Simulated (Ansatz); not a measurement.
**Setting up PH (SMILES [PH]) in Ansatz**

PH has 2 atoms, charge 0, and is taken as a triplet. SMILES: `[PH]`. The shape is that of a PBE0-D4/def2-TZVP optimisation. The run starts from this shape.

```tsv
atom	x (Å)	y (Å)	z (Å)
P	0.0000	0.0000	-0.0146
H	0.0000	0.0000	1.4137
```

Settings wanted:

```
basis set              : def2-TZVP
core potential         : none
integral approximation : automatic
walk f tol             : 0.002 eV/angstrom
task                   : optimise
method                 : DFT
functional             : B3LYP
dispersion             : D4
reference              : UKS
relativity             : none
accuracy               : medium
start density          : atoms
```

Problem. Give an Ansatz 0.2.0 job that does this.

Solution. This one ran through:

in.yaml:
```yaml
crystal:
  periodic: [false, false, false]
  atoms:
    - {symbol: P, position_ang: [-0.000000, -0.000000, -0.014610]}
    - {symbol: H, position_ang: [0.000000, 0.000000, 1.413680]}
basis:
  gaussian:
    orbitals: def2-TZVP
magnetization:
  spin_polarized: true
  initial_magnetization: 2
hamiltonian:
  xc: {name: B3LYP}
  dispersion: d4
relax:
  f_tol: 0.002
output:
  orbitals: {seedname: orbitals}
```

```bash
$ ansatz run in.yaml --threads 1 --pin off --max-ram 3480MiB --events-out events.jsonl --progress --plain --runs-dir runs
```

Calculated total energy at the end of the run: -341.90562 Eh.
